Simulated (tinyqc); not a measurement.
Inside a calculation. Method: harmonic frequencies on the RHF/sto-3g surface (energies and gradients from PySCF), for H2O, spin multiplicity 1. One step of it, computed by the program tinyqc.

Task: One row of the Hessian: 3Hy. Displace 3Hy by +/-0.01 bohr; H(k, :) = (g(+) - g(-)) / (2 delta).

optimised positions (bohr):
```
            x          y          z
1O   0.065615   0.012110  -0.187070
2H   0.031515   1.483067   0.966598
3H  -0.032880  -1.379904   1.057286
```

gradient at +delta (hartree/bohr):
```
              x            y            z
1O  -0.00020451  -0.00386126   0.00221598
2H  -0.00004265  -0.00037259   0.00062253
3H   0.00024716   0.00423385  -0.00283851
```

gradient at -delta (hartree/bohr):
```
              x            y            z
1O   0.00019814   0.00380953  -0.00213773
2H   0.00004209   0.00036469  -0.00061830
3H  -0.00024023  -0.00417422   0.00275604
```

Give: row of the Hessian.

Result:

row of the Hessian (hartree/bohr^2): 1Ox -0.020133, 1Oy -0.383540, 1Oz 0.217686, 2Hx -0.004237, 2Hy -0.036864, 2Hz 0.062042, 3Hx 0.024369, 3Hy 0.420404, 3Hz -0.279727
